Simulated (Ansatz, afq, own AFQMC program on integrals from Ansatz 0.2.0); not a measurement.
## Atomization energy of CH3N, singlet

```xyz
5

C    -0.0342   -0.3828    0.0369
N     0.6306    0.6593   -0.2285
H    -1.0973   -0.4032    0.3450
H     0.4576   -1.3670   -0.0355
H     0.0434    1.4937   -0.1179
```

Connectivity, by distances: CH2–NH.

Atoms in their ground-state spins without spin–orbit coupling (mostly on UHF) minus the molecule (RHF), without zero-point energy. The geometry is a stationary point, not shown to be a minimum.

Basis def2-TZVP. Only valence electrons are correlated. AFQMC by an in-house program on the Cholesky factors that Ansatz 0.2.0 writes for its CCSD(T) run. The CISD trial takes its coefficients from CCSD amplitudes. Released means that phaseless walkers are propagated on without the constraint, phases kept. Uncertainties: one standard error, sampling alone. The errors of all members are added in quadrature.

No full CI on the walks' own integrals is used here; CCSDT(Q) serves as the reference and is uncertain by about the last step of the cluster series. Each member takes its own surest rung, up to full CI.

The best estimate is CCSD(T) at the basis-set limit (CBS: def2-TZVPP and def2-QZVPP, with their diffuse functions for anions and beside diffuse sets, CCSD(T) itself extrapolated) plus the step from CCSD(T) to CCSDT(Q) in def2-TZVP. Rows without CBS are in def2-TZVP; B2PLYP and the wave-function rows carry a basis error of their own. Core correlation and relativity beyond core potentials are missing, and ± holds the sampling alone.

Cautions: CH₃N (singlet): the released energies move by 1.5 errors or more from one time to the next, so no released level is given (meV from the phaseless value at times in 1/Eh: -6 ± 5 at 0.24, -7 ± 4 at 0.51, -8 ± 5 at 0.99, 3 ± 6 at 1.62, -15 ± 6 at 2.40), though the last usable value meets CCSDT(Q) within the noise.

```csv
level,atomization energy (kcal/mol)
wB97M-V,439.6
PBE,450.9
MP2,423.9
```

From these cheaper values, estimate the atomization energy at the level of the best estimate.

438.0 kcal/mol (best estimate, highest rung CCSDT(Q)).

```
        level  atomization energy (kcal/mol)  error against the best estimate (kcal/mol)
           HF                          297.8                                      -140.2
         CCSD                          412.8                                       -25.2
      CCSD(T)                          420.2                                       -17.8
        CCSDT                          419.8                                       -18.2
     CCSDT(Q)                          420.4                                       -17.6
ph-AFQMC/CISD                    420.4 ± 0.1                                 -17.7 ± 0.1
       HF/CBS                          299.6                                      -138.4
      MP2/CBS                          442.7                                         4.7
  CCSD(T)/CBS                          437.8                                        -0.2
       r2SCAN                          434.8                                        -3.3
         PBE0                          437.7                                        -0.3
        B3LYP                          440.2                                         2.2
       B2PLYP                          434.2                                        -3.8
```

Correlation beyond CCSD(T) adds 0.2 kcal/mol. Going to the basis-set limit adds 17.6 kcal/mol at CCSD(T). The perturbative (T) step is worth +7.4 kcal/mol. The functionals spread over 16.7 kcal/mol; PBE0 comes nearest and PBE is 12.9 kcal/mol too high.

Best estimates are given only where the step beyond CCSD(T) is under 0.3 eV and no member's determinant is very poor (T1 over 0.05, or 0.07 for open shells, ⟨S²⟩ too high by 0.3, two states mixed), so the hardest cases are missing from such tables.

The functionals ran in a triple-zeta set and keep a basis error of their own, a few kJ/mol for each bond in atomization energies and more for double hybrids, so close places among them and the extrapolated levels can swap.

CCSDT and higher add their correlation energy to the determinant of the CCSD(T) run, since their own runs factorise the integrals more tightly (a shift of under 2 meV). Each member of a difference takes its own highest rung, so a best estimate needn't equal the limit plus the step of one row.
